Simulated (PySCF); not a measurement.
Species: pentacarbon, C₅ (singlet state).
Numbering: `[C:1]=[C:2]=[C:3]=[C:4]=[C:5]`

Structure used (PBE0-D3(BJ)/def2-SVP), in Å, numbered top down from 1:
```xyz
5
C5 angstrom
C     -2.3205   -0.1937   -1.0835
C     -1.1556   -0.1005   -0.5313
C      0.0063   -0.0060    0.0185
C      1.1687    0.0876    0.5677
C      2.3343    0.1774    1.1195
```

Method: PySCF 2.14.0, density-fitted response routines, TDDFT CAM-B3LYP/def2-SVPD, vertical, gas phase, core orbitals frozen in the response.

Transition dipole moments from the ground state, in atomic units and in the frame of the coordinates above (overall signs are arbitrary), for the states with f of 0.002 or more among the lowest 7:

| state | E (hartree) | μx | μy | μz |
| --- | --- | --- | --- | --- |
| S6 | 0.1388 | 0.173 | -0.307 | -0.317 |
| S7 | 0.1388 | -0.110 | -0.359 | 0.288 |

What oscillator strength does each state have?

f = (2/3) ΔE |μ|² with ΔE in hartree (27.2114 eV).

```
state  |μ|² (au)  |μ| (D)      f
   S6      0.224     1.20  0.021
   S7      0.224     1.20  0.021
```

What is the point group, and which symmetry does each of these states have?

D∞h. The ground state is totally symmetric, so the direction of μ fixes the label. Polarised across the molecular axis, so Πu: S6 and S7.

How is the summed strength of these states shared among x, y and z?

(2/3) Σ ΔE μα² gives 0.004 for x, 0.021 for y and 0.017 for z, 0.042 in all.

What peak molar absorption coefficient would the strongest computed level give as a lone Gaussian band 0.4 eV wide at half height?

ε(max) = 2.175×10⁸ f / FWHM, with the width in cm⁻¹. S6/S7 (f summed): 2.175×10⁸ × 0.0415 / 3226 ≈ 2800 L mol⁻¹ cm⁻¹.

S6/S7 coincide within about 0.01 eV; within a degenerate level the directions of the single components are arbitrary.

The vertical ionisation energy (ΔSCF) is 11.42 eV, 7.64 eV above S7.
